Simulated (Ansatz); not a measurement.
Input file:

```yaml
crystal:
  periodic: [false, false, false]
  atoms:
    - {symbol: Ge, position_ang: [0.000000, 0.000000, 2.787950]}
    - {symbol: B, position_ang: [0.000000, 0.000000, -0.800050]}
    - {symbol: H, position_ang: [0.000000, 0.000000, -1.987899]}
basis:
  gaussian: {orbitals: cc-pVDZ}
magnetization: {spin_polarized: true, initial_magnetization: 0}
correlation: {method: ccsdt_q, electrons: outside_noble_gas}
```

```sh
$ ansatz run in.yaml --threads 1 --pin off --events-out ev --progress --plain --max-ram 3498MiB --backend cpu
```

Log:

```
844 factors; integrals over basis functions are off by at most 1.6e-7 eV
mean field evaluation 1: about -57152.8851 eV, gradient 6.4e0 eV
mean field evaluation 2: about -57152.8923 eV, gradient 6.4e0 eV
mean field evaluation 4: about -57153.8028 eV, gradient 6.4e-1 eV
mean field evaluation 8: about -57153.8242 eV, gradient 2.3e-1 eV
mean field evaluation 16: about -57154.0383 eV, gradient 1.3e0 eV
mean field evaluation 32: about -57155.2071 eV, gradient 8.4e-2 eV
mean field evaluation 64: about -57154.9071 eV, gradient 1.1e0 eV
mean field evaluation 96: about -57155.2075 eV, gradient 3.3e-2 eV
mean field evaluation 128: about -57154.8968 eV, gradient 8.0e-1 eV
mean field evaluation 160: about -57153.8272 eV, gradient 2.0e-3 eV
...
mean field -57155.20754360 eV, -2100.4151360363 hartree, gradient 2.3e-10 eV, S^2 1.409883; 47 other end points of the search recorded, 0 dependent functions left out
determinant -57155.20754360 eV, -2100.4151360363 hartree, with singles and doubles -57158.99178201 eV, -2100.5542042328 hartree
determinant -57154.99361964 eV, -2100.4072744758 hartree, with singles and doubles -57158.15880036 eV, -2100.5235927218 hartree
determinant -57154.96517996 eV, -2100.4062293368 hartree, with singles and doubles -57158.13033095 eV, -2100.5225464901 hartree
determinant -57154.93977923 eV, -2100.4052958772 hartree, with singles and doubles -57158.59244200 eV, -2100.5395287579 hartree
determinant -57154.88882674 eV, -2100.4034234078 hartree, with singles and doubles -57157.94040747 eV, -2100.5155669309 hartree
determinant -57154.85213506 eV, -2100.4020750133 hartree, with singles and doubles -57158.53233291 eV, -2100.5373197895 hartree
determinant -57154.80673478 eV, -2100.4004065838 hartree, with singles and doubles -57158.57193322 eV, -2100.5387750743 hartree
determinant -57154.61920920 eV, -2100.3935151458 hartree, with singles and doubles -57158.60509638 eV, -2100.5399937978 hartree
determinant -57153.94057667 eV, -2100.3685758602 hartree, with singles and doubles -57158.18370643 eV, -2100.5245080029 hartree
determinant -57153.91213761 eV, -2100.3675307442 hartree, with singles and doubles -57158.18251201 eV, -2100.5244641088 hartree
determinant -57153.82719156 eV, -2100.3644090345 hartree, with singles and doubles -57158.22424128 eV, -2100.5259976311 hartree
determinant -57153.62031878 eV, -2100.3568065998 hartree, with singles and doubles -57158.22085172 eV, -2100.5258730673 hartree
determinant -57153.61443915 eV, -2100.3565905276 hartree, with singles and doubles -57157.52192806 eV, -2100.5001880962 hartree
determinant -57153.58371955 eV, -2100.3554616028 hartree, with singles and doubles -57157.47554301 eV, -2100.4984834772 hartree
determinant -57153.42370068 eV, -2100.3495810179 hartree, with singles and doubles -57157.15878649 eV, -2100.4868428897 hartree
determinant -57153.40525902 eV, -2100.3489032995 hartree, with singles and doubles -57157.15016386 eV, -2100.4865260140 hartree
determinant -57153.35794654 eV, -2100.3471645981 hartree, with singles and doubles -57157.99548643 eV, -2100.5175910454 hartree
determinant -57153.28620076 eV, -2100.3445279892 hartree, with singles and doubles -57157.41290963 eV, -2100.4961817430 hartree
determinant -57153.20398927 eV, -2100.3415067725 hartree, with singles and doubles -57157.72633766 eV, -2100.5077000104 hartree
determinant -57153.18238144 eV, -2100.3407126995 hartree, with singles and doubles -57157.85234313 eV, -2100.5123306261 hartree
determinant -57153.11959642 eV, -2100.3384053924 hartree, with singles and doubles -57157.00272004 eV, -2100.4811075535 hartree
determinant -57153.07356350 eV, -2100.3367137141 hartree, with singles and doubles -57156.95101637 eV, -2100.4792074788 hartree
determinant -57153.05349481 eV, -2100.3359762033 hartree, with singles and doubles -57157.83790122 eV, -2100.5117998958 hartree
determinant -57153.04655905 eV, -2100.3357213189 hartree, with singles and doubles -57157.79986033 eV, -2100.5104019188 hartree
determinant -57152.08574126 eV, -2100.3004119161 hartree, with singles and doubles -57156.08095614 eV, -2100.4472333551 hartree
determinant -57152.08567161 eV, -2100.3004093566 hartree, with singles and doubles -57156.32114804 eV, -2100.4560602444 hartree
determinant -57155.20754360 eV, -2100.4151360363 hartree, with singles and doubles -57159.03542058 eV, -2100.5558079205 hartree
determinant -57154.93977923 eV, -2100.4052958772 hartree, with singles and doubles -57158.67037606 eV, -2100.5423927820 hartree
determinant -57154.85213506 eV, -2100.4020750133 hartree, with singles and doubles -57158.63868176 eV, -2100.5412280379 hartree
determinant -57154.80673478 eV, -2100.4004065838 hartree, with singles and doubles -57158.66649126 eV, -2100.5422500180 hartree
determinant -57154.61920920 eV, -2100.3935151458 hartree, with singles and doubles -57158.64431615 eV, -2100.5414350980 hartree
determinant -57155.09970364 eV, -2100.4111729908 hartree, with singles and doubles -57158.99945095 eV, -2100.5544860611 hartree
determinant -57155.09970364 eV, -2100.4111729908 hartree, with singles and doubles -57159.03999889 eV, -2100.5559761702 hartree
determinant -57152.90535301 eV, -2100.3305320924 hartree, with singles and doubles -57157.64522646 eV, -2100.5047192291 hartree
15 core orbitals not correlated: weight in the atoms' cores, before any rotation towards them, 1.000 or more for the frozen orbitals, at most 0.000 for the correlated occupied ones
reference -57155.09970364 eV, -2100.4111729908 hartree; 4, 4 occupied and 27, 27 virtual orbitals, 844 factors
second order -2.66005520 eV of doubles, -0.00000000 eV of singles
...
cycle  32  -4.33279787 eV  change   -3.0e-6 eV  update   3.0e-6
cycle  33  -4.33279698 eV  change    9.0e-7 eV  update   1.9e-6
cycle  34  -4.33279628 eV  change    7.0e-7 eV  update   1.8e-6
cycle  35  -4.33279576 eV  change    5.1e-7 eV  update   2.1e-6
cycle  36  -4.33279653 eV  change   -7.7e-7 eV  update   2.1e-6
cycle  37  -4.33279687 eV  change   -3.5e-7 eV  update   1.5e-6
cycle  38  -4.33279674 eV  change    1.3e-7 eV  update   4.8e-7
cycle  39  -4.33279639 eV  change    3.4e-7 eV  update   4.5e-7
cycle  40  -4.33279626 eV  change    1.3e-7 eV  update   3.1e-7
cycle  41  -4.33279623 eV  change    3.6e-8 eV  update   2.5e-7
perturbative correction -0.03243130 eV, -0.0011918284 hartree
WARN: the results are in doubt because among natural orbitals full CI differs from the method by +1.046 eV
Total energy: -57159.46493117 eV, -2100.5715921437 hartree
In doubt: among natural orbitals full CI differs from the method by +1.046 eV
```

The determinant lies 0.11 eV above the lowest one of its kind in the log. Its ⟨S²⟩ is 1.02 against 0.00 for a pure state.

Ran on 1 thread of AMD EPYC 7R13, shared host: 55 s wall, 0.19 GiB peak host memory.
